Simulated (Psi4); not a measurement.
Psi4 input (wB97X-D/6-31G*):

```
memory 1500 MB

molecule {
-1 2
S    -1.55175709    0.11465571    0.05605209
C    -0.00600553   -0.19561927   -0.38176004
S     1.55400916   -0.04129848    0.08710793
symmetry c1
no_reorient
no_com
}

set {
  basis 6-31G*
  reference uks
  scf_type pk
  dft_radial_points 99
  dft_spherical_points 590
  e_convergence 1e-8
  d_convergence 1e-7
  maxiter 150
}

e = energy('wb97x-d')
print_out(f'\nFINAL {e:.10f} DIPOLE {variable("CURRENT DIPOLE")[0]:.6f} {variable("CURRENT DIPOLE")[1]:.6f} {variable("CURRENT DIPOLE")[2]:.6f}\n')
```

Output:

```
   => Loading Basis Set <=

    Name: 6-31G*
    Role: ORBITAL
    Keyword: BASIS
    atoms 1, 3 entry S          line   316 file 6-31gs.gbs
    atoms 2    entry C          line   111 file 6-31gs.gbs

   => WB97X-D: Empirical Dispersion <=

    Chai and Head-Gordon Dispersion Correction
    Chai, J.-D.; Head-Gordon, M. (2010), J. Chem. Phys., 132: 6615-6620

        s6 =       1.000000

         ---------------------------------------------------------
                                   SCF
               by Justin Turney, Rob Parrish, Andy Simmonett
                          and Daniel G. A. Smith
                              UKS Reference
         ---------------------------------------------------------

  ==> Geometry <==

    Molecular point group: c1
    Full point group: C1

    Geometry (in Angstrom), charge = -1, multiplicity = 2:

       Center              X                  Y                   Z               Mass
    ------------   -----------------  -----------------  -----------------  -----------------
         S           -1.551757090000     0.114655710000     0.056052090000    31.972071174400
         C           -0.006005530000    -0.195619270000    -0.381760040000    12.000000000000
         S            1.554009160000    -0.041298480000     0.087107930000    31.972071174400

  Running in c1 symmetry.

  Rotational constants: A =      6.42866  B =      0.10904  C =      0.10722 [cm^-1]
  Rotational constants: A = 192726.41487  B =   3268.90191  C =   3214.38163 [MHz]
  Nuclear repulsion =  105.656226262485930

  Charge       = -1
  Multiplicity = 2
  Electrons    = 39
  Nalpha       = 20
  Nbeta        = 19

  ==> Algorithm <==

  SCF Algorithm Type is PK.
  DIIS enabled.
  MOM disabled.
  Fractional occupation disabled.
  Guess Type is SAD.
  Energy threshold   = 1.00e-08
  Density threshold  = 1.00e-07
  Integral threshold = 1.00e-12

  ==> Primary Basis <==

  Basis Set: 6-31G*
    Blend: 6-31G*
    Number of shells: 22
    Number of basis functions: 53
    Number of Cartesian functions: 53
    Spherical Harmonics?: false
    Max angular momentum: 2

  ==> DFT Potential <==

   => LibXC <=

    Version 7.1.2
    S. Lehtola, C. Steigemann, M. J. T. Oliveira, and M. A. L. Marques,  SoftwareX 7, 1–5 (2018) (10.1016/j.softx.2017.11.002)

   => Composite Functional: WB97X-D <=

    wB97X-D Hyb-GGA Exchange-Correlation Functional

    J.-D. Chai and M. Head-Gordon,  Phys. Chem. Chem. Phys. 10, 6615–6620 (2008) (10.1039/B810189B)

    Deriv               =              1
    GGA                 =           TRUE
    Meta                =          FALSE

    Exchange Hybrid     =           TRUE
    MP2 Hybrid          =          FALSE

   => Exchange-Correlation Functionals <=

    1.0000   wB97X-D range-separated functional

   => Exact (HF) Exchange <=

    0.7780            HF,LR [omega = 0.2000]
    0.2220               HF

   => LibXC Density Thresholds  <==

    XC_HYB_GGA_XC_WB97X_D:  1.00E-14

   => Molecular Quadrature <=

    Radial Scheme          =       TREUTLER
    Pruning Scheme         =           NONE
    Nuclear Scheme         =       TREUTLER

    Blocking Scheme        =         OCTREE
    BS radius alpha        =              1
    Pruning alpha          =              1
    Radial Points          =             99
    Spherical Points       =            590
    Total Points           =         161213
    Total Blocks           =           1248
    Max Points             =            256
    Max Functions          =             52
    Weights Tolerance      =       1.00E-15

  ==> Integral Setup <==

  Using in-core PK algorithm.
   Calculation information:
      Number of atoms:                   3
      Number of AO shells:              22
      Number of primitives:             69
      Number of atomic orbitals:        53
      Number of basis functions:        53

      Integral cutoff                 1.00e-12
      Number of threads:                 1

  Performing in-core PK
  Using 3073788 doubles for integral storage.
  We computed 29342 shell quartets total.
  Whereas there are 32131 unique shell quartets.

  Computing range-separated integrals for PK
  We computed 29342 wK shell quartets total.
  Whereas there are 32131 wK unique shell quartets.

  ==> DiskJK: Disk-Based J/K Matrices <==

    J tasked:                  Yes
    K tasked:                  Yes
    wK tasked:                 Yes
    Omega:               2.000E-01
    Schwarz Cutoff:          1E-12


  Cached 100.0% of DFT collocation blocks in 0.208 [GiB].

  Minimum eigenvalue in the overlap matrix is 1.4752413437E-02.
  Reciprocal condition number of the overlap matrix is 2.7246426330E-03.
    Using symmetric orthogonalization.

  ==> Pre-Iterations <==

  SCF Guess: Superposition of Atomic Densities via on-the-fly atomic UHF (no occupation information).

   -------------------------
    Irrep   Nso     Nmo
   -------------------------
     A         53      53
   -------------------------
    Total      53      53
   -------------------------

  ==> Iterations <==

                        Total Energy        Delta E     RMS |[F,P]|

   @UKS iter SAD:  -833.87521139763066   -8.33875e+02   0.00000e+00
   @UKS iter   1:  -834.36767206792615   -4.92461e-01   5.57459e-03 DIIS/ADIIS
   @UKS iter   2:  -834.42028761629467   -5.26155e-02   3.08417e-03 DIIS/ADIIS
   @UKS iter   3:  -834.43298985085642   -1.27022e-02   1.11306e-03 DIIS/ADIIS
   @UKS iter   4:  -834.43494109338576   -1.95124e-03   3.36301e-04 DIIS/ADIIS
   @UKS iter   5:  -834.43520376842014   -2.62675e-04   7.06588e-05 DIIS
   @UKS iter   6:  -834.43523765656039   -3.38881e-05   3.29687e-05 DIIS
   @UKS iter   7:  -834.43524856375791   -1.09072e-05   1.17170e-05 DIIS
   @UKS iter   8:  -834.43525014838463   -1.58463e-06   4.35631e-06 DIIS
   @UKS iter   9:  -834.43525033981393   -1.91429e-07   1.49990e-06 DIIS
   @UKS iter  10:  -834.43525036302663   -2.32127e-08   4.53653e-07 DIIS
   @UKS iter  11:  -834.43525036546316   -2.43654e-09   9.87432e-08 DIIS
  Energy and wave function converged.

  ==> Post-Iterations <==

   Electrons on quadrature grid:
      Nalpha   =   20.0000000957 ; deviation = 9.570e-08
      Nbeta    =   19.0000000836 ; deviation = 8.355e-08
      Ntotal   =   39.0000001793 ; deviation = 1.793e-07

   @Spin Contamination Metric:   5.622791759E-03
   @S^2 Expected:                7.500000000E-01
   @S^2 Observed:                7.556227918E-01
   @S   Expected:                5.000000000E-01
   @S   Observed:                5.000000000E-01

    Orbital Energies [Eh]
    ---------------------

    Alpha Occupied:

       1A    -88.822089     2A    -88.822085     3A    -10.171640
       4A     -7.842429     5A     -7.842401     6A     -5.792229
       7A     -5.792211     8A     -5.787060     9A     -5.787042
      10A     -5.785537    11A     -5.785535    12A     -0.701102
      13A     -0.599488    14A     -0.372408    15A     -0.265539
      16A     -0.238473    17A     -0.224028    18A     -0.118263
      19A     -0.113106    20A     -0.029551

    Alpha Virtual:

      21A      0.215480    22A      0.335047    23A      0.403521
      24A      0.508349    25A      0.587334    26A      0.612609
      27A      0.616581    28A      0.650373    29A      0.670047
      30A      0.677784    31A      0.766510    32A      0.859241
      33A      0.891085    34A      0.941998    35A      1.000850
      36A      1.079557    37A      1.080097    38A      1.087585
      39A      1.089072    40A      1.133119    41A      1.213993
      42A      1.280815    43A      1.320880    44A      1.340991
      45A      1.466108    46A      1.996277    47A      2.010053
      48A      2.190916    49A      2.438412    50A      2.723784
      51A      4.191836    52A      4.253065    53A      4.485810

    Beta Occupied:

       1A    -88.821126     2A    -88.821122     3A    -10.161957
       4A     -7.841374     5A     -7.841343     6A     -5.790891
       7A     -5.790880     8A     -5.786687     9A     -5.786669
      10A     -5.782683    11A     -5.782671    12A     -0.684622
      13A     -0.590933    14A     -0.348656    15A     -0.252680
      16A     -0.214363    17A     -0.195732    18A     -0.113148
      19A     -0.097873

    Beta Virtual:

      20A      0.226157    21A      0.232853    22A      0.342426
      23A      0.411651    24A      0.512280    25A      0.589819
      26A      0.617385    27A      0.619536    28A      0.653633
      29A      0.670555    30A      0.682302    31A      0.783269
      32A      0.905436    33A      0.905739    34A      0.951781
      35A      1.004845    36A      1.086820    37A      1.087021
      38A      1.094189    39A      1.095905    40A      1.147002
      41A      1.220609    42A      1.288762    43A      1.329054
      44A      1.355701    45A      1.480777    46A      2.047314
      47A      2.060988    48A      2.206582    49A      2.472194
      50A      2.746362    51A      4.204342    52A      4.258213
      53A      4.514703

    Final Occupation by Irrep:
              A
    DOCC [    19 ]
    SOCC [     1 ]
    NA   [    20 ]
    NB   [    19 ]

  @UKS Final Energy:  -834.43525036546316

   => Energetics <=

    Nuclear Repulsion Energy =            105.6562262624859301
    One-Electron Energy =               -1370.1691562657997565
    Two-Electron Energy =                 471.4220452437727431
    DFT Exchange-Correlation Energy =     -41.3442151250603303
    Empirical Dispersion Energy =          -0.0001504808616868
    VV10 Nonlocal Energy =                  0.0000000000000000
    Total Energy =                       -834.4352503654630482

  UHF NO Occupations:
  HONO-2 :   18  A 1.9991372
  HONO-1 :   19  A 1.9989843
  HONO-0 :   20  A 1.0000000
  LUNO+0 :   21  A 0.0010157
  LUNO+1 :   22  A 0.0008628
  LUNO+2 :   23  A 0.0005554
  LUNO+3 :   24  A 0.0002659

Computation Completed

Properties will be evaluated at   0.000000,   0.000000,   0.000000 [a0]

Properties computed using the SCF density matrix

 Multipole Moments:

 ------------------------------------------------------------------------------------
     Multipole            Electronic (a.u.)      Nuclear  (a.u.)        Total (a.u.)
 ------------------------------------------------------------------------------------

 L = 1.  Multiply by 2.5417464519 to convert [e a0] to [Debye]
 Dipole X            :          0.0008057           -0.0000001            0.0008056
 Dipole Y            :          0.0262405            0.0000001            0.0262406
 Dipole Z            :          0.0512095            0.0000002            0.0512097
 Magnitude           :                                                    0.0575469

 ------------------------------------------------------------------------------------

FINAL -834.4352503655 DIPOLE 0.000806 0.026241 0.051210

*** Psi4 exiting successfully. Buy a developer a beer!
```

The dipole moment of an ion depends on the origin.
